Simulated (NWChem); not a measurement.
# NH (imidogen) at 6 levels

Aim: a comparison of 6 runs (UCAM-B3LYP/aug-cc-pVTZ, U-revPBE/aug-cc-pVTZ, UB3LYP/aug-cc-pVTZ, UM06-L/aug-cc-pVTZ, UPBE0/aug-cc-pVTZ, UTPSS/aug-cc-pVTZ) of NH (imidogen). 

Program for the calculation: NWChem 7.3.0.

## 1. Starting point

The species is NH (2 atoms), meant as a triplet with charge 0. SMILES: `[NH]`. The bond length is the measured one.

Bond lengths: N1–H2 1.036 Å.

## 2. Energy and gradient at UCAM-B3LYP/aug-cc-pVTZ (run 1)

File input.nw:

```
start input
memory total 2200 mb
geometry units atomic noautosym nocenter noautoz
  N      0.00000000     0.00000000     0.00000000
  H      0.00000000     0.00000000     1.95815311
end
basis spherical bse
  * library aug-cc-pVTZ
end
dft
  xc xcamb88 1.00 lyp 0.81 vwn_5 0.19 hfexch 1.00
  cam 0.33 cam_alpha 0.19 cam_beta 0.46
  mult 3
  grid xfine
  convergence energy 1e-08
  direct
  maxiter 100
  mulliken
  print low
end
task dft gradient
```

Launch:

```bash
$ nwchem input.nw > input.out
```

Output:

```text
[...]
 d= 0,ls=0.0,diis     1    -55.1919145955 -5.88D+01  2.12D-03  9.62D-02     1.9
[...]
 d= 0,ls=0.0,diis     9    -55.2190715723 -3.46D-09  1.31D-07  1.36D-10    16.3
[...]
         Total DFT energy =      -55.219071572299
      One electron energy =      -81.633357973764
           Coulomb energy =       29.992436329961
    Exchange-Corr. energy =       -7.152946998374
 Nuclear repulsion energy =        3.574797069878
[...]
      Total Density - Mulliken Population Analysis
     ---------------------------------------------
    Atom       Charge   Shell Charges
 -----------   ------   -------------------------------------------------------
    1 N    7     7.22   1.95  0.26  1.01  0.70  0.06  0.91  1.46  0.82  0.04  0.00  0.01  0.00  0.00 -0.00
    2 H    1     0.78   0.27  0.42  0.03 -0.00  0.01  0.03  0.01  0.00  0.01
[...]
      <S2> =      2.0057 (Exact =     2.0000)
[...]
                         DFT ENERGY GRADIENTS
    atom               coordinates                        gradient
                 x          y          z           x          y          z
   1 N       0.000000   0.000000   0.000000    0.000000   0.000000   0.001352
   2 H       0.000000   0.000000   1.958153   -0.000000  -0.000000  -0.001352
 Task  times  cpu:       24.1s     wall:       24.1s
 Total times  cpu:       24.2s     wall:       24.2s
```

Run time: 25 s. Hardware: 1 thread of Intel Xeon Platinum 8488C (Sapphire Rapids), shared host; peak memory 0.12 GiB.

## 3. Energy and forces at U-revPBE/aug-cc-pVTZ (run 2)

File work.nw:

```
START work
memory total 2200 mb

GEOMETRY units bohr noautosym nocenter noautoz
  N    0.00000000   0.00000000   0.00000000
  H    0.00000000   0.00000000   1.95815311
END

BASIS "ao basis" spherical bse
  * library aug-cc-pVTZ
END

DFT
  xc revpbe cpbe96
  mult 3
  grid xfine
  convergence energy 1e-08
  maxiter 100
  mulliken
  noprint "final vectors analysis"
END

TASK dft gradient
```

Launch:

```bash
$ nwchem work.nw > work.out
```

Output:

```text
[...]
          Wavefunction type:  spin polarized.
          No. of atoms     :     2
          No. of electrons :     8
[...]
          Charge           :     0
          Spin multiplicity:     3
[...]
          AO basis - number of functions:    69
[...]
              XC Information
              --------------
                        RevPBE Exchange Functional  1.000
            Perdew 1991 LDA Correlation Functional  1.000 local
           PerdewBurkeErnz. Correlation Functional  1.000 non-local
[...]
 d= 0,ls=0.0,diis     1    -55.2030358179 -5.88D+01  2.75D-03  8.68D-02     1.1
[...]
 d= 0,ls=0.0,diis     8    -55.2286954943 -1.66D-09  5.84D-08  1.29D-11     7.6
[...]
         Total DFT energy =      -55.228695494338
      One electron energy =      -81.604237482211
           Coulomb energy =       29.961647422188
    Exchange-Corr. energy =       -7.160902504193
 Nuclear repulsion energy =        3.574797069878
[...]
      Total Density - Mulliken Population Analysis
     ---------------------------------------------
    Atom       Charge   Shell Charges
 -----------   ------   -------------------------------------------------------
    1 N    7     7.20   1.95  0.26  1.02  0.69  0.06  0.89  1.48  0.79  0.05  0.00  0.01  0.00  0.00  0.00
    2 H    1     0.80   0.27  0.42  0.02 -0.00  0.01  0.04  0.02  0.00  0.01
[...]
      <S2> =      2.0055 (Exact =     2.0000)
[...]
  wavefunction    = open shell
                         DFT ENERGY GRADIENTS
    atom               coordinates                        gradient
                 x          y          z           x          y          z
   1 N       0.000000   0.000000   0.000000    0.000000   0.000000   0.010259
   2 H       0.000000   0.000000   1.958153   -0.000000  -0.000000  -0.010259
[...]
```

Run time: 11 s. Hardware: 1 thread of Intel Xeon Platinum 8488C (Sapphire Rapids), shared host; peak memory 0.12 GiB.

Runs 3 to 5 aren't shown in full; the table further down has their settings and results.

## 4. Energy and gradient at UTPSS/aug-cc-pVTZ (run 6)

File run.nw:

```
start run
memory 2200 mb

geometry units angstrom noautosym nocenter noautoz
   N        0.000000       0.000000       0.000000
   H        0.000000       0.000000       1.036210
end

basis spherical bse
   N library aug-cc-pVTZ
   H library aug-cc-pVTZ
end

dft
   xc xtpss03 ctpss03
   mult 3
   grid xfine
   convergence energy 1e-08
   maxiter 100
   mulliken
   noprint "final vectors analysis"
end

task dft gradient
```

Launch:

```bash
$ nwchem run.nw > run.out
```

Output:

```text
[...]
          Wavefunction type:  spin polarized.
          No. of atoms     :     2
          No. of electrons :     8
[...]
          Charge           :     0
          Spin multiplicity:     3
[...]
          AO basis - number of functions:    69
[...]
              XC Information
              --------------
                  TPSS metaGGA Exchange Functional  1.000
             TPSS03 metaGGA Correlation Functional  1.000
[...]
 d= 0,ls=0.0,diis     1    -55.2284253518 -5.88D+01  3.01D-03  8.47D-02     1.4
[...]
 d= 0,ls=0.0,diis     8    -55.2555587975 -3.49D-09  1.29D-07  6.34D-11    10.2
[...]
         Total DFT energy =      -55.255558797458
      One electron energy =      -81.639838275954
           Coulomb energy =       30.007438650013
    Exchange-Corr. energy =       -7.197956503138
 Nuclear repulsion energy =        3.574797331620
[...]
      Total Density - Mulliken Population Analysis
     ---------------------------------------------
    Atom       Charge   Shell Charges
 -----------   ------   -------------------------------------------------------
    1 N    7     7.20   1.95  0.25  1.02  0.72  0.06  0.90  1.48  0.76  0.04  0.00  0.01 -0.00  0.00  0.00
    2 H    1     0.80   0.27  0.44  0.01 -0.00  0.01  0.04  0.01  0.00  0.01
[...]
      <S2> =      2.0066 (Exact =     2.0000)
[...]
  wavefunction    = open shell
                         DFT ENERGY GRADIENTS
    atom               coordinates                        gradient
                 x          y          z           x          y          z
   1 N       0.000000   0.000000   0.000000    0.000000   0.000000   0.006073
   2 H       0.000000   0.000000   1.958153   -0.000000  -0.000000  -0.006073
[...]
```

Run time: 14 s. Hardware: 1 thread of Intel Xeon Platinum 8488C (Sapphire Rapids), shared host; peak memory 0.12 GiB.

## 5. The series

```csv
run,level,energy (Eh),⟨S²⟩,largest force (eV/Å),wall time
1,UCAM-B3LYP/aug-cc-pVTZ,-55.219072,2.006,0.070,25 s
2,U-revPBE/aug-cc-pVTZ,-55.228695,2.006,0.528,11 s
3,UB3LYP/aug-cc-pVTZ,-55.245213,2.006,0.150,11 s
4,UM06-L/aug-cc-pVTZ,-55.231916,2.010,0.323,15 s
5,UPBE0/aug-cc-pVTZ,-55.179324,2.006,0.076,11 s
6,UTPSS/aug-cc-pVTZ,-55.255559,2.007,0.312,14 s
```

## 6. What came out

| quantity | value |
| --- | --- |
| run 6: total energy | -55.25556 Eh |
| run 6: dipole moment | 1.51 D |
| run 6: ⟨S²⟩ | 2.007 |
| run 6: largest force on an atom | 0.312 eV/Å |

Over runs 2, 3, 4, 5, 6 the dipole moment (its size) runs from 1.47 D (U-revPBE/aug-cc-pVTZ) to 1.53 D (UPBE0/aug-cc-pVTZ). Totals of different functionals can't be ranked against each other. All runs together took 87 s, the longest 25 s.
